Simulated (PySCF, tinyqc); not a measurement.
RHF in the sto-3g basis, for LiH, spin multiplicity 1, step by step. The lowest restricted solution is unstable here: a spin-polarised one lies 0.0606 hartree lower (PySCF). One step of it, computed by the program tinyqc.

Question. Iteration 1: diagonalisation and new density. Diagonalise F' = X^T F X, C = X C', fill 2 alpha and 2 beta electrons from the bottom; D = 2 C_occ C_occ^T; the new density keeps 0.5 of the old one (damping). Each column has its largest component positive (the first on a tie).

Fock matrix F (hartree):
```
            1Li 1s     1Li 2s    1Li 2px    1Li 2py    1Li 2pz      2H 1s
1Li 1s   -3.319622  -0.744702   0.000000   0.000000   0.003291  -0.008059
1Li 2s   -0.744702  -0.364860   0.000000   0.000000   0.025260  -0.026271
1Li 2px   0.000000   0.000000  -0.320227  -0.065432   0.000000   0.000000
1Li 2py   0.000000   0.000000  -0.065432  -0.132791   0.000000   0.000000
1Li 2pz   0.003291   0.025260   0.000000   0.000000  -0.140487   0.007641
2H 1s    -0.008059  -0.026271   0.000000   0.000000   0.007641   0.041167
```

X:
```
            1Li 1s     1Li 2s   1Li 2px   1Li 2py    1Li 2pz      2H 1s
1Li 1s    1.023091  -0.126798  0.000000  0.000000  -0.002413   0.012710
1Li 2s   -0.126798   1.031778  0.000000  0.000000   0.013322  -0.078528
1Li 2px   0.000000   0.000000  1.000000  0.000000   0.000000   0.000000
1Li 2py   0.000000   0.000000  0.000000  1.000000   0.000000   0.000000
1Li 2pz  -0.002413   0.013322  0.000000  0.000000   1.019720  -0.116897
2H 1s     0.012710  -0.078528  0.000000  0.000000  -0.116897   1.028337
```

D at the start:
```
            1Li 1s     1Li 2s   1Li 2px   1Li 2py    1Li 2pz      2H 1s
1Li 1s    0.001001  -0.004995  0.000000  0.000000  -0.025731   0.043304
1Li 2s   -0.004995   0.024933  0.000000  0.000000   0.128451  -0.216175
1Li 2px   0.000000   0.000000  1.819932  0.572461   0.000000   0.000000
1Li 2py   0.000000   0.000000  0.572461  0.180068   0.000000   0.000000
1Li 2pz  -0.025731   0.128451  0.000000  0.000000   0.661752  -1.113686
2H 1s     0.043304  -0.216175  0.000000  0.000000  -1.113686   1.874262
```

overlap S:
```
           1Li 1s    1Li 2s   1Li 2px   1Li 2py   1Li 2pz     2H 1s
1Li 1s   1.000000  0.241137  0.000000  0.000000  0.000000  0.003213
1Li 2s   0.241137  1.000000  0.000000  0.000000  0.000000  0.144959
1Li 2px  0.000000  0.000000  1.000000  0.000000  0.000000  0.000000
1Li 2py  0.000000  0.000000  0.000000  1.000000  0.000000  0.000000
1Li 2pz  0.000000  0.000000  0.000000  0.000000  1.000000  0.223198
2H 1s    0.003213  0.144959  0.000000  0.000000  0.223198  1.000000
```

Give: F' = X^T F X; orbital energies; coefficients C; D after iteration 1.

Answer.

F' = X^T F X (hartree):
```
         1        2        3        4        5        6
1  -3.2875  -0.3197   0.0000   0.0000  -0.0004   0.0097
2  -0.3197  -0.2419   0.0000   0.0000   0.0242  -0.0152
3   0.0000   0.0000  -0.3202  -0.0654   0.0000   0.0000
4   0.0000   0.0000  -0.0654  -0.1328   0.0000   0.0000
5  -0.0004   0.0242   0.0000   0.0000  -0.1466   0.0175
6   0.0097  -0.0152   0.0000   0.0000   0.0175   0.0430
```

orbital energies (hartree): MO1 -3.3207, MO2 -0.3408, MO3 -0.2187, MO4 -0.1391, MO5 -0.1122, MO6 0.0454

coefficients C:
```
             MO1     MO2      MO3      MO4      MO5      MO6
1Li 1s    1.0045  0.0000  -0.2159  -0.0811   0.0000   0.0277
1Li 2s   -0.0194  0.0000   0.9656   0.3691   0.0000  -0.1344
1Li 2px   0.0000  0.9539   0.0000   0.0000  -0.3001   0.0000
1Li 2py   0.0000  0.3001   0.0000   0.0000   0.9539   0.0000
1Li 2pz  -0.0014  0.0000  -0.3368   0.9692   0.0000  -0.0314
2H 1s     0.0022  0.0000   0.0469  -0.1989   0.0000   1.0177
```

D after iteration 1:
```
          1Li 1s   1Li 2s  1Li 2px  1Li 2py  1Li 2pz    2H 1s
1Li 1s    1.0095  -0.0219   0.0000   0.0000  -0.0143   0.0238
1Li 2s   -0.0219   0.0128   0.0000   0.0000   0.0643  -0.1081
1Li 2px   0.0000   0.0000   1.8199   0.5725   0.0000   0.0000
1Li 2py   0.0000   0.0000   0.5725   0.1801   0.0000   0.0000
1Li 2pz  -0.0143   0.0643   0.0000   0.0000   0.3309  -0.5568
2H 1s     0.0238  -0.1081   0.0000   0.0000  -0.5568   0.9371
```
